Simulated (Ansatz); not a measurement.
## C₂H₅N, singlet: cost against accuracy

Geometry (MP2(full)/6-31G*, from the G2/97 set):

```tsv
atom	x (Å)	y (Å)	z (Å)
C	-0.0216	-0.4286	0.7394
N	-0.0216	0.8440	0.0000
C	-0.0216	-0.4286	-0.7394
H	0.9199	1.2370	0.0000
H	-0.9388	-0.6362	1.2800
H	-0.9388	-0.6362	-1.2800
H	0.8863	-0.7396	1.2490
H	0.8863	-0.7396	-1.2490
```

Measured, as an electronic atomization energy: 3011.9 kJ/mol (G2/97 heats of formation of molecule and atoms, with zero-point and thermal terms from B3LYP taken off; Curtiss et al., J. Chem. Phys. 106, 1063 (1997), Staroverov et al., J. Chem. Phys. 119, 12129 (2003)). The measured value holds scalar relativity and spin–orbit coupling, which all computed ones lack, and core correlation, which the wave-function levels lack. Atoms are taken at the same level; beside RHF, RMP2 and RCC rows they are unrestricted. The atoms' steps beyond CCSDT(Q) are taken from restricted open-shell runs, which share full CI's core. Ansatz 0.2.0; the 6-31G* set has Cartesian d functions; a miss is computed less measured; times are wall times on shared hosts and scatter by a factor of two or so.

```json
{"level": "RCCSD(T)", "basis": "STO-3G", "miss (kJ/mol)": "-91.7", "time of the run": "0.24 s", "hardware": "1 CPU thread"}
{"level": "PBE0", "basis": "STO-3G", "miss (kJ/mol)": "453.8", "time of the run": "0.45 s", "hardware": "1 CPU thread"}
{"level": "B3LYP", "basis": "STO-3G", "miss (kJ/mol)": "415.9", "time of the run": "0.45 s", "hardware": "1 CPU thread"}
{"level": "RHF", "basis": "6-31G*", "miss (kJ/mol)": "-914.2", "time of the run": "0.46 s", "hardware": "1 CPU thread"}
{"level": "RCCSD(T)", "basis": "6-31G", "miss (kJ/mol)": "-515.8", "time of the run": "0.52 s", "hardware": "1 CPU thread"}
{"level": "B3LYP", "basis": "6-31G", "miss (kJ/mol)": "-137.9", "time of the run": "0.64 s", "hardware": "1 CPU thread"}
{"level": "RPA-PBE", "basis": "STO-3G", "miss (kJ/mol)": "-142.4", "time of the run": "0.64 s", "hardware": "1 CPU thread"}
{"level": "PBE", "basis": "6-31G*", "miss (kJ/mol)": "77.7", "time of the run": "0.66 s", "hardware": "1 CPU thread"}
{"level": "PBE0", "basis": "6-31G*", "miss (kJ/mol)": "10.6", "time of the run": "0.79 s", "hardware": "1 CPU thread"}
{"level": "B3LYP", "basis": "cc-pVDZ", "miss (kJ/mol)": "-56.1", "time of the run": "0.88 s", "hardware": "1 CPU thread"}
{"level": "B3LYP", "basis": "6-31G*", "miss (kJ/mol)": "-16.4", "time of the run": "0.88 s", "hardware": "1 CPU thread"}
{"level": "RCCSD(T)", "basis": "6-31G*", "miss (kJ/mol)": "-299.2", "time of the run": "0.88 s", "hardware": "1 CPU thread"}
{"level": "RPA-PBE", "basis": "6-31G", "miss (kJ/mol)": "-624.7", "time of the run": "0.97 s", "hardware": "1 CPU thread"}
{"level": "r2SCAN", "basis": "6-31G", "miss (kJ/mol)": "-139.2", "time of the run": "1.1 s", "hardware": "1 CPU thread"}
{"level": "r2SCANh", "basis": "6-31G", "miss (kJ/mol)": "-162.3", "time of the run": "1.1 s", "hardware": "1 CPU thread"}
{"level": "RPA-PBE", "basis": "cc-pVDZ", "miss (kJ/mol)": "-328.1", "time of the run": "1.4 s", "hardware": "1 CPU thread"}
{"level": "RHF", "basis": "cc-pVTZ", "miss (kJ/mol)": "-894.3", "time of the run": "1.9 s", "hardware": "1 CPU thread"}
{"level": "wB97M-V", "basis": "6-31G*", "miss (kJ/mol)": "28.7", "time of the run": "2.7 s", "hardware": "1 CPU thread"}
{"level": "wB97X-V", "basis": "6-31G*", "miss (kJ/mol)": "9.6", "time of the run": "2.8 s", "hardware": "1 CPU thread"}
{"level": "CISD", "basis": "6-31G*", "miss (kJ/mol)": "-451.5", "time of the run": "3.6 s", "hardware": "1 CPU thread"}
{"level": "RHF", "basis": "cc-pVQZ", "miss (kJ/mol)": "-888.6", "time of the run": "7 s", "hardware": "1 CPU thread"}
{"level": "CISDTQ", "basis": "STO-3G", "miss (kJ/mol)": "-92.0", "time of the run": "8.5 s", "hardware": "1 CPU thread"}
{"level": "B2PLYP", "basis": "cc-pVQZ", "miss (kJ/mol)": "-6.3", "time of the run": "14 s", "hardware": "H100 + 2 CPU threads"}
{"level": "PBE0", "basis": "cc-pVTZ", "miss (kJ/mol)": "20.6", "time of the run": "15 s (with forces)", "hardware": "H100 + 2 CPU threads"}
{"level": "RCCSDT(Q)", "basis": "cc-pVDZ", "miss (kJ/mol)": "-249.6", "time of the run": "15 s", "hardware": "H100 + 2 CPU threads"}
{"level": "CAM-B3LYP", "basis": "cc-pVTZ", "miss (kJ/mol)": "11.9", "time of the run": "16 s", "hardware": "H100 + 2 CPU threads"}
{"level": "BLYP", "basis": "cc-pVTZ", "miss (kJ/mol)": "-10.3", "time of the run": "16 s", "hardware": "H100 + 2 CPU threads"}
{"level": "RCCSD(T)", "basis": "cc-pVTZ", "miss (kJ/mol)": "-86.8", "time of the run": "17 s (with forces)", "hardware": "H100 + 2 CPU threads"}
{"level": "wB97M-V", "basis": "cc-pVTZ", "miss (kJ/mol)": "14.0", "time of the run": "17 s (with forces)", "hardware": "H100 + 2 CPU threads"}
{"level": "BCCD(T)", "basis": "cc-pVTZ", "miss (kJ/mol)": "-85.8", "time of the run": "17 s", "hardware": "H100 + 2 CPU threads"}
{"level": "revPBE", "basis": "cc-pVTZ", "miss (kJ/mol)": "-20.0", "time of the run": "17 s", "hardware": "H100 + 2 CPU threads"}
{"level": "wB97X-V", "basis": "cc-pVQZ", "miss (kJ/mol)": "20.8", "time of the run": "18 s", "hardware": "H100 + 2 CPU threads"}
{"level": "r2SCAN", "basis": "cc-pVQZ", "miss (kJ/mol)": "3.9", "time of the run": "18 s", "hardware": "H100 + 2 CPU threads"}
{"level": "RCCSDTQ", "basis": "STO-3G", "miss (kJ/mol)": "-89.8", "time of the run": "19 s", "hardware": "1 CPU thread"}
{"level": "wB97X-V", "basis": "cc-pVTZ", "miss (kJ/mol)": "15.2", "time of the run": "20 s", "hardware": "H100 + 2 CPU threads"}
{"level": "RPA-PBE", "basis": "cc-pVTZ", "miss (kJ/mol)": "-188.2", "time of the run": "20 s", "hardware": "H100 + 2 CPU threads"}
{"level": "B3LYP", "basis": "cc-pVQZ", "miss (kJ/mol)": "1.9", "time of the run": "21 s", "hardware": "H100 + 2 CPU threads"}
{"level": "RCCSD(T)", "basis": "cc-pVQZ", "miss (kJ/mol)": "-38.7", "time of the run": "21 s", "hardware": "H100 + 2 CPU threads"}
{"level": "B97M-V", "basis": "cc-pVTZ", "miss (kJ/mol)": "6.6", "time of the run": "24 s", "hardware": "H100 + 2 CPU threads"}
{"level": "r2SCAN", "basis": "cc-pVTZ", "miss (kJ/mol)": "-0.6", "time of the run": "34 s (with forces)", "hardware": "H100 + 2 CPU threads"}
```

HF's time is that of a plain UHF run.

The smallest set from which on each level stays within 1 kcal/mol of its own cc-pVQZ value: RHF none (cc-pVTZ is 1.4 kcal/mol off); PBE none (cc-pVTZ is 1.4 kcal/mol off); r2SCAN none (cc-pVTZ is 1.1 kcal/mol off); B3LYP none (cc-pVTZ is 1.7 kcal/mol off); wB97M-V cc-pVTZ; B2PLYP none (cc-pVTZ is 4.7 kcal/mol off); RMP2 none (cc-pVTZ is 12.2 kcal/mol off); RCCSD(T) none (cc-pVTZ is 11.5 kcal/mol off).
